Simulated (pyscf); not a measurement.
Structures and frequencies: ωB97X-D3(BJ)/def2-SVP in PySCF.

SMILES: [O]=[TaH]([OH])[Cl]
```xyz
6

O      0.9243     1.1609    -0.7941
Ta     0.7471    -0.3754    -0.0755
O      1.1623    -0.2534     1.7570
Cl    -1.2881    -1.3240    -0.6282
H      2.0673    -1.2881    -0.8202
H      1.4263     0.4344     2.3772
```
Charge 0, spin multiplicity 1.

Q: What is the homolytic dissociation enthalpy (298 K, ωB97M-D3(BJ)/def2-TZVP) of the H–Ta bond of O=TaH(OH)–Cl, to [O=Ta(OH)–Cl]• + H•?

A: H–Ta to [O=Ta(OH)–Cl]• + H•: 77.0 kcal/mol. The 7 functionals that were run give +71.4 (M06-2X) to +79.3 kcal/mol (ωB97X-D3(BJ)). The radicals are drawn with the spin at the cut bond; how far it spreads was not checked. Other isomers of [O=Ta(OH)–Cl]• were not searched in full and may lie lower. Open-shell species with a d-block atom are single-reference here; other states, and whether the spin sits on metal or ligand, were not checked. Elements past Kr carry the def2 core potentials, without spin-orbit coupling.
